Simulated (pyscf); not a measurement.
HO–Si(OH)(F)–F -> water (H₂O) + O=Si(F)–F, an elimination (singlet surface; O–Si, H–O broken, H–O formed). Single points on ωB97X-D3(BJ)/def2-SVP structures (PySCF, gas phase). MP2 and CC: frozen core, UHF for open shells. ΔMP2 is the change of the MP2 total energy from the triple- to the quadruple-zeta basis. Energies in kcal/mol from the reactant's lowest minimum found.

Small-basis levels: PySCF, no dispersion term, spherical d functions. AM1 to PM7: differences of heats of formation from MOPAC, which are fitted to 298 K values and so differ in kind from electronic energies by zero-point and thermal terms. GFN2-xTB: tblite. Cost: rough CPU time at the saddle relative to B3LYP/6-31G*, from one job on a shared machine.

```
level                             barrier  reaction energy        cost
--------------------------------  -------  ---------------  ----------
HF/STO-3G                            86.2           +105.9        0.04
HF/3-21G                             70.3           +117.6        0.06
HF/6-31G*                            68.4            +91.2        0.09
SVWN5/6-31G*                         43.1            +89.1         1.0
BP86/6-31G*                          45.9            +75.9           2
B3LYP/STO-3G                         45.7            +78.0         0.5
B3LYP/6-31G*                         52.1            +81.1           1
M06-2X/6-31G*                        54.9            +88.8           3
GFN2-xTB                             51.6            +47.5  under 0.02
AM1                                  61.3            +53.9  under 0.02
PM6                                  51.6            +63.3  under 0.02
PM7                                  52.7            +49.9  under 0.02
CCSD(T)/def2-TZVPP + ΔMP2(QZVPP)     57.3            +82.3           –
```

Against the last row the barrier runs from -14.2 (SVWN5/6-31G*) to +28.8 kcal/mol (HF/STO-3G); M06-2X/6-31G* happens to lie closest here (2.5 kcal/mol apart). CCSD(T)/def2-TZVPP + ΔMP2(QZVPP) has limits of its own. On the product side the descent ends in an adduct with a O–Si contact, 32.2 kcal/mol under the separated species and 4.5 kcal/mol under the saddle at ωB97X-D3(BJ)/def2-TZVP. At CCSD(T) the saddle lies under the separated products, which points to a path from their complex (located at ωB97X-D3(BJ) alone), and parting the products costs more than the saddle. What is counted as broken (O–Si) persists as a longer contact in the product adduct; parting that adduct is a step of its own. This is the saddle that the search found; another between the same sides may lie lower. The CCSD(T) − MP2 part came from Ansatz, without density fitting, on the same reference.
